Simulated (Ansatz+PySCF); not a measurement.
Two shapes of doublet C₂H₃O.

Shape 1:

```xyz
6

C    -0.9740   -0.6427    0.0000
C    -0.0086    0.4961    0.0000
H    -0.4512   -1.6027    0.0000
H    -1.6133   -0.5582    0.8811
H    -1.6133   -0.5582   -0.8811
O     1.1865    0.4378    0.0000
```

Shape 2:

```xyz
6

C    -0.9675   -0.6351    0.0000
C    -0.0215    0.4809    0.0000
H    -0.4448   -1.5951    0.0000
H    -1.6068   -0.5506    0.8811
H    -1.6068   -0.5506   -0.8811
O     1.1735    0.4225    0.0000
```

Basis set: cc-pVTZ (spherical functions). Frozen core: 3 orbitals. Correlation on ROHF uses semicanonical orbitals with singles. Charge 0, multiplicity 2.

Computed with Ansatz (development build ahead of 0.2.0); each method stands on the lowest determinant of its kind that the runs found.

Problem. Which shape is lower in energy, and by how much in each method?

Solution.

| method | E(2) − E(1) (eV) |
| --- | --- |
| ROHF | 0.021 |
| UHF | 0.023 |
| ROHF-MP2 | 0.024 |
| UHF-MP2 | 0.024 |
| ROHF-CCSD(T) | 0.030 |

Shape 1 is lower.
